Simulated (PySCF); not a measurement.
Compound: (H3Si)2S.
Geometry (PBE0-D3(BJ)/def2-SVP, Å), atoms numbered from 1 in this order:
```
atom  x, y, z in Å
Si1    0.984   -1.259    0.357
H2     1.549   -0.441    1.472
H3     1.724   -0.929   -0.898
H4     1.123   -2.709    0.667
S5    -1.123   -0.900    0.125
Si6   -1.061    1.197   -0.348
H7    -0.272    1.442   -1.592
H8    -0.449    1.981    0.766
H9    -2.476    1.618   -0.550
```

The closed-shell ground state was solved at several levels (PySCF, density fitting, gas phase, non-relativistic).

```tsv
level	basis functions	HOMO (eV)	LUMO (eV)	gap (eV)	dipole (D)
wB97X-D/pcSseg-1	102	-9.39	1.43	10.82	1.44
PBE0/pcSseg-1	102	-7.55	-0.31	7.24	1.34
```

Task: Estimate the row for wB97X-D/def2-SVPD, a basis of 123 functions; the other rows only guide the guess.

Result: HOMO -9.32 eV, LUMO 1.28 eV, gap 10.60 eV, dipole 1.07 D.

Task: Over all these levels, which gives the widest orbital gap and which the narrowest?

Result: wB97X-D/pcSseg-1 (range-separated hybrid) has the widest, 10.82 eV, and PBE0/pcSseg-1 (global hybrid, 25 % exact exchange) the narrowest, 7.24 eV. The two share the basis. From the narrowest to the widest the HOMO moves by -1.84 eV and the LUMO by +1.74 eV.

Task: How far do the dipole and the HOMO energy spread over the levels?

Result: The dipole runs from 1.07 to 1.44 D (mean 1.29 D) and the HOMO from -9.39 to -7.55 eV.
